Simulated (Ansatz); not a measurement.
Input file:

```yaml
crystal:
  periodic: [false, false, false]
  atoms:
    - {symbol: Si, position_ang: [0.000000, -0.005674, 0.579648]}
    - {symbol: Be, position_ang: [0.000000, -0.134869, -1.735160]}
    - {symbol: H, position_ang: [0.000000, 1.363995, -0.637067]}
basis:
  gaussian: {orbitals: 6-31G}
magnetization: {spin_polarized: false, initial_magnetization: 1}
correlation: {method: sc_nevpt2, electrons: outside_noble_gas, active_space: {window: {electrons: 7, orbitals: 9}, shells: [{species: Be, l: s, shell: 2}, {species: Be, l: p, shell: 2}, {species: H, l: s, shell: 1}, {species: Si, l: s, shell: 3}, {species: Si, l: p, shell: 3}]}}
```

```sh
$ ansatz run in.yaml --threads 1 --pin off --events-out ev --progress --plain --max-ram 2393MiB
```

The program prints:

```
513 factors; integrals over basis functions are off by at most 2.2e-7 eV
mean field evaluation 1: about -8270.7671 eV, gradient 5.2e0 eV
mean field evaluation 2: about -8270.7701 eV, gradient 5.2e0 eV
mean field evaluation 4: about -8271.0484 eV, gradient 1.1e0 eV
mean field evaluation 8: about -8271.0672 eV, gradient 1.4e-3 eV
mean field evaluation 16: about -8271.0161 eV, gradient 1.3e0 eV
mean field evaluation 32: about -8271.1576 eV, gradient 1.1e-1 eV
mean field evaluation 64: about -8269.3422 eV, gradient 1.5e-6 eV
mean field -8271.15314165 eV, -303.9592715665 hartree, gradient 4.0e-6 eV, S^2 0.750000; 8 other end points of the search recorded, 0 dependent functions left out
reference -8271.15314165 eV, -303.9592715665 hartree; 10, 9 occupied and 14, 15 virtual orbitals, 513 factors
state -8273.59905593 eV, -304.0491572584 hartree
state -8273.59905593 eV, -304.0491572584 hartree; corrected -8273.99003060 eV, -304.0635253128 hartree
Total energy: -8273.99003060 eV, -304.0635253128 hartree
Checks for a lower state left out: starts, orbital_swaps
```

For the same geometry and basis full CI lies 155.8 meV lower.

Ran on 1 thread of AMD EPYC 7B13, shared host: 2.4 s wall, 0.1 GiB peak host memory.
